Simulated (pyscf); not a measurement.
## Elimination: H₃C–CH⁻–OH -> water (H₂O) + HC⁻=CH₂

Gas phase, singlet surface, charge -1. Bonds broken: O1–C3, C4–H5. Bonds formed: O1–H5. Single points on ωB97X-D3(BJ)/def2-SVPD structures (PySCF, gas phase). MP2 and CC: frozen core, UHF for open shells. ΔMP2 is the change of the MP2 total energy from the triple- to the quadruple-zeta basis.

Transition state (Å):

```xyz
8

O      0.7266     0.6624    -0.0108
H      0.4627     1.2844    -0.6979
C     -1.3978    -0.1210     0.8249
C     -0.9629    -1.3994     0.2936
H     -0.0806    -0.7588    -0.1644
H     -0.8650     0.0472     1.7816
H     -1.5744    -1.8492    -0.5062
H     -0.4916    -2.1592     0.9480
```

One imaginary mode, 837i cm⁻¹; descent along it reached the two sides named, in the forms told below.

```tsv
bond	change	reactant side (Å)	saddle	product side
O1–C3	breaks	1.504	2.414	3.0
C4–H5	breaks	1.120	1.183	2.8
O1–H5	forms	2.499	1.642	0.991
```

Electronic energies relative to the reactant's lowest minimum found (kcal/mol):

```json
[
 {"level": "ωB97X-D3(BJ)/def2-TZVPD", "barrier": "42.3", "reaction energy": "+11.6", "reverse barrier": "30.8"},
 {"level": "PBE/def2-TZVPD", "barrier": "37.8", "reaction energy": "+11.9", "reverse barrier": "25.9"},
 {"level": "r²SCAN/def2-TZVPD", "barrier": "39.5", "reaction energy": "+11.5", "reverse barrier": "28.0"},
 {"level": "B3LYP-D3(BJ)/def2-TZVPD", "barrier": "38.6", "reaction energy": "+9.3", "reverse barrier": "29.2"},
 {"level": "PBE0-D3(BJ)/def2-TZVPD", "barrier": "42.6", "reaction energy": "+12.6", "reverse barrier": "30.0"},
 {"level": "M06-2X/def2-TZVPD", "barrier": "44.6", "reaction energy": "+10.6", "reverse barrier": "34.0"},
 {"level": "ωB97M-D3(BJ)/def2-TZVPD", "barrier": "40.7", "reaction energy": "+9.2", "reverse barrier": "31.5"},
 {"level": "HF/def2-TZVPD", "barrier": "43.0", "reaction energy": "+2.6", "reverse barrier": "40.4"},
 {"level": "MP2/def2-QZVPPD", "barrier": "45.0", "reaction energy": "+9.0", "reverse barrier": "36.0"},
 {"level": "CCSD/def2-TZVPPD", "barrier": "43.2", "reaction energy": "+7.8", "reverse barrier": "35.5"},
 {"level": "CCSD(T)/def2-TZVPPD", "barrier": "41.8", "reaction energy": "+8.1", "reverse barrier": "33.7"},
 {"level": "CCSD(T)/def2-TZVPPD + ΔMP2(QZVPPD)", "barrier": "42.4", "reaction energy": "+7.9", "reverse barrier": "34.5"}
]
```

With CCSD(T)/def2-TZVPPD + ΔMP2(QZVPPD) energies and thermal terms (ideal gas, 1 atm, RRHO with modes under 100 cm⁻¹ raised to 100, one conformer, R ln 2 for chiral ones without a mode under 150 cm⁻¹), in kcal/mol:

| T (K) | ΔH‡ | ΔG‡ | ΔH | ΔG |
|---|---|---|---|---|
| 298 | 38.3 | 37.5 | +5.2 | -4.9 |
| 600 | 38.6 | 36.5 | +5.1 | -15.2 |
| 900 | 38.6 | 35.5 | +4.4 | -25.3 |
| 1200 | 38.4 | 34.5 | +3.4 | -35.0 |

On the product side the descent ends in a bound adduct (not fully relaxed), 16.8 kcal/mol under the separated species and 47.6 kcal/mol under the saddle at ωB97X-D3(BJ)/def2-TZVPD. The same reactants have a lower exit, to H₃C–CH₂–O⁻ (barrier +23.2 kcal/mol at ωB97M-D3(BJ), against +40.7 kcal/mol here). H₃C–CH⁻–OH lies 35.7 kcal/mol over its isomer H₃C–CH₂–O⁻ (electronic energy, ωB97M-D3(BJ)). This is the saddle that the search found; another between the same sides may lie lower. The CCSD(T) − MP2 part came from Ansatz, without density fitting, on the same reference.
